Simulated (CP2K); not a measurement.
**C2H3F (SMILES C=CF): GFN2-xTB**

Aim: the vertical ionisation energy of C2H3F at GFN2-xTB, from 2 runs. 

Program for the calculation: CP2K 2026.2.

3 further runs of the same task are left out: 3 set aside as unsound or not needed.

### Step 1. Starting point

The species is C2H3F (6 atoms), meant as a singlet with charge 0. SMILES: `C=CF`. Geometry: relaxed at PBE0-D4/def2-TZVP.

Bond lengths: C1–C2 1.316 Å, C2–F3 1.336 Å, C1–H4 1.082 Å, C1–H5 1.081 Å, C2–H6 1.084 Å. Angles: C1–C2–F3 122.3°, C1–C2–H6 125.7°, F3–C2–H6 112.0°, C2–C1–H4 121.6°, C2–C1–H5 119.2°, H4–C1–H5 119.2°.

### Step 2. The energy at GFN2-xTB

The input, calc.inp:

```
&GLOBAL
  PROJECT calc
  RUN_TYPE ENERGY
  PRINT_LEVEL MEDIUM
&END GLOBAL
&FORCE_EVAL
  METHOD QS
  &DFT
    ! Quickstep
    &QS
      METHOD XTB
      EPS_DEFAULT 1.0E-10
      &XTB
        GFN_TYPE TBLITE
        &TBLITE
          METHOD GFN2
        &END TBLITE
        CHECK_ATOMIC_CHARGES F
      &END XTB
    &END QS
    ! no periodic images
    &POISSON
      PERIODIC NONE
      POISSON_SOLVER ANALYTIC
    &END POISSON
    &SCF
      SCF_GUESS ATOMIC
      EPS_SCF 1.0E-06
      MAX_SCF 150
      ADDED_MOS 4
      &DIAGONALIZATION
        ALGORITHM STANDARD
      &END DIAGONALIZATION
      &MIXING
        METHOD DIRECT_P_MIXING
        ALPHA 0.4
      &END MIXING
    &END SCF
    &PRINT
      &MOMENTS
        PERIODIC F
        REFERENCE COM
        MAX_MOMENT 1
      &END MOMENTS
      &MO ON
        ENERGIES T
        OCCUPATION_NUMBERS T
        NDIGITS 6
        &EACH
          QS_SCF 0
        &END EACH
        ADD_LAST NUMERIC
      &END MO
      &HIRSHFELD OFF
      &END HIRSHFELD
    &END PRINT
  &END DFT
  &SUBSYS
    ! box in angstrom
    &CELL
      ABC 10.1 10.2 9.6
      PERIODIC NONE
    &END CELL
    &COORD
      UNIT bohr
      C     -1.0132711     0.1443751    -0.8367707
      C      0.9259658    -0.0308025     0.7116709
      F      1.8258534    -2.2533094     1.5032771
      H     -1.9726851    -1.5180170    -1.5431504
      H     -1.6633369     1.9919603    -1.4167277
      H      1.9768425     1.5446621     1.4942064
    &END COORD
    &TOPOLOGY
      &CENTER_COORDINATES
      &END CENTER_COORDINATES
    &END TOPOLOGY
  &END SUBSYS
&END FORCE_EVAL
```

Command:

```bash
$ OMP_NUM_THREADS=1 cp2k.psmp -i calc.inp > calc.out 2>&1
```

Output:

```text
CP2K| version string:                                       CP2K version 2026.2
[...]
 GLOBAL| Method name                                                        CP2K
[...]
 GLOBAL| Run type                                                         ENERGY
[...]
                             - Atoms:                                          6
[...]
                             - Spherical basis functions:                     15
[...]
 Number of electrons:                                                         18
[...]
  *** SCF run converged in    11 steps ***
[...]
  Fermi energy:                                                -0.25882778624119
[...]
 TB_DIPOLE| Moment [Debye]         -0.75775023       1.38689169      -0.64995462
 TB_DIPOLE| Derivative [a.u.]       0.00000000       0.00000000       0.00000000
[...]
 ENERGY| Total FORCE_EVAL ( QS ) energy [hartree]            -10.501299001966172
[...]
```

It took 1.2 s on 1 thread of Intel Xeon Platinum 8375C at 2.90GHz (Ice Lake), shared host; peak memory 0.19 GiB.

### Step 3. The doublet cation, same level

The input, job.inp:

```
&GLOBAL
    PROJECT job
    RUN_TYPE ENERGY
    PRINT_LEVEL MEDIUM
&END

&FORCE_EVAL
    METHOD QUICKSTEP
    &DFT
        CHARGE 1
        MULTIPLICITY 2
        UKS T
        &QS
            METHOD XTB
            EPS_DEFAULT 1.0E-10
            &XTB
                GFN_TYPE TBLITE
                &TBLITE
                    METHOD GFN2
                &END
                CHECK_ATOMIC_CHARGES F
            &END
        &END
        &POISSON
            PERIODIC NONE
            POISSON_SOLVER ANALYTIC
        &END
        &SCF
            SCF_GUESS ATOMIC
            EPS_SCF 1.0E-06
            MAX_SCF 150
            ADDED_MOS 4
            &DIAGONALIZATION
                ALGORITHM STANDARD
            &END
            &MIXING
                METHOD DIRECT_P_MIXING
                ALPHA 0.4
            &END
            &SMEAR ON
                METHOD FERMI_DIRAC
                ELECTRONIC_TEMPERATURE [K] 300
                FIXED_MAGNETIC_MOMENT 1.0
            &END
        &END
        &PRINT
            &MOMENTS
                PERIODIC F
                REFERENCE COM
                MAX_MOMENT 1
            &END
            &MO ON
                ENERGIES T
                OCCUPATION_NUMBERS T
                NDIGITS 6
                &EACH
                    QS_SCF 0
                &END
                ADD_LAST NUMERIC
            &END
            &HIRSHFELD OFF
            &END
        &END
    &END
    &SUBSYS
        &CELL
            ABC 10.1 10.2 9.6
            PERIODIC NONE
        &END
        &COORD
            UNIT bohr
            C     -1.0132711     0.1443751    -0.8367707
            C      0.9259658    -0.0308025     0.7116709
            F      1.8258534    -2.2533094     1.5032771
            H     -1.9726851    -1.5180170    -1.5431504
            H     -1.6633369     1.9919603    -1.4167277
            H      1.9768425     1.5446621     1.4942064
        &END
        &TOPOLOGY
            &CENTER_COORDINATES
            &END
        &END
    &END
&END
```

Command:

```bash
$ OMP_NUM_THREADS=1 cp2k.psmp -i job.inp > job.out 2>&1
```

Output:

```text
CP2K| version string:                                       CP2K version 2026.2
[...]
 GLOBAL| Method name                                                        CP2K
[...]
 GLOBAL| Run type                                                         ENERGY
[...]
                             - Atoms:                                          6
[...]
                             - Spherical basis functions:                     15
[...]
 Number of electrons:                                                          9
[...]
  *** SCF run converged in    20 steps ***
[...]
  Fermi energy:                                                -0.66869532951729
[...]
 TB_DIPOLE| Moment [Debye]         -1.99743218       2.85414499      -1.68585297
 TB_DIPOLE| Derivative [a.u.]       0.00000000       0.00000000       0.00000000
[...]
 ENERGY| Total FORCE_EVAL ( QS ) energy [hartree]             -9.918574300645352
[...]
```

Wall time 0.95 s (1 thread of Intel Xeon Platinum 8375C at 2.90GHz (Ice Lake), shared host); peak memory 0.19 GiB.

### Step 4. Outcome

Level: GFN2-xTB.

| quantity | value |
| --- | --- |
| singlet C2H3F: total energy | -10.50130 Eh |
| singlet C2H3F: dipole moment (from atomic charges alone) | 1.71 D |
| singlet C2H3F: HOMO energy | -11.59 eV |
| singlet C2H3F: LUMO energy | -6.15 eV |
| singlet C2H3F: HOMO–LUMO gap | 5.44 eV |
| singlet C2H3F: dispersion energy | -4.22 kJ/mol |
| doublet cation: total energy | -9.91857 Eh |
| doublet cation: HOMO energy (highest over α and β) | -20.44 eV |
| doublet cation: LUMO energy (lowest over α and β) | -20.16 eV |
| doublet cation: dispersion energy | -3.04 kJ/mol |
| vertical ionisation energy (to the doublet cation) | 15.857 eV |

Removing an electron at fixed nuclei costs 15.86 eV (1530 kJ/mol). xTB total energies overstate such differences by several eV unless an empirical shift is taken off; none is applied here. The dipole (singlet C2H3F) comes from point charges on the atoms alone, without atomic dipoles, so it is partial.
